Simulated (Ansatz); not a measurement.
Ansatz (a quantum-chemistry and plane-wave program) input (B3LYP/def2-TZVPD):

Ansatz 0.2 input:
```yaml
crystal:
  periodic: [false, false, false]
  atoms:
    - {symbol: C, position_ang: [0.90580911, -1.01654706, -0.02937927]}
    - {symbol: C, position_ang: [1.34003531, 0.31039352, -0.06498382]}
    - {symbol: N, position_ang: [0.42878794, 1.27791592, -0.03477424]}
    - {symbol: C, position_ang: [-0.85800348, 0.92881818, 0.02823297]}
    - {symbol: C, position_ang: [-1.25955699, -0.39848533, 0.06234717]}
    - {symbol: N, position_ang: [-0.32378422, -1.36011003, 0.03094567]}
    - {symbol: H, position_ang: [2.38323594, 0.59052534, -0.11602953]}
    - {symbol: H, position_ang: [-1.58710940, 1.73020308, 0.05208095]}
    - {symbol: H, position_ang: [-2.30085625, -0.69044550, 0.11344620]}
basis:
  gaussian:
    orbitals: def2-TZVPD
hamiltonian:
  xc: {name: B3LYP}
magnetization: {spin_polarized: true, initial_magnetization: 1}
output: {forces: true}
```

End of the output:

```
mean field evaluation 16: about -7176.6950 eV, gradient 2.1e-3 eV
mean field -7176.69495601 eV, -263.7386750948 hartree, gradient 5.3e-5 eV, S^2 0.755613; 0 other end points of the search recorded, 0 dependent functions left out
the calculation of the forces begins
reference -7176.69522216 eV, -263.7386848756 hartree; 21, 20 occupied and 228, 229 virtual orbitals, 1207 factors
Total energy: -7176.69522216 eV, -263.7386848756 hartree
Atom 0 at     0.905809    -1.016547    -0.029379 Å, force    -0.013717    -0.003355     0.000667 eV/Å
Atom 1 at     1.340035     0.310394    -0.064984 Å, force     0.016019     0.007942    -0.000827 eV/Å
Atom 2 at     0.428788     1.277916    -0.034774 Å, force     0.003550    -0.002329    -0.000135 eV/Å
Atom 3 at    -0.858003     0.928818     0.028233 Å, force    -0.003322     0.011772     0.000012 eV/Å
Atom 4 at    -1.259557    -0.398485     0.062347 Å, force    -0.006124    -0.011300     0.000414 eV/Å
Atom 5 at    -0.323784    -1.360110     0.030946 Å, force     0.010250    -0.008568    -0.000367 eV/Å
Atom 6 at     2.383236     0.590525    -0.116030 Å, force     0.010258     0.000953    -0.000481 eV/Å
Atom 7 at    -1.587109     1.730203     0.052081 Å, force    -0.007088     0.006871     0.000243 eV/Å
Atom 8 at    -2.300856    -0.690446     0.113446 Å, force    -0.009826    -0.001985     0.000473 eV/Å
Dipole moment:    -0.231246     0.167538     0.008591 e Å
```

It need not be the lowest isomer of its formula.
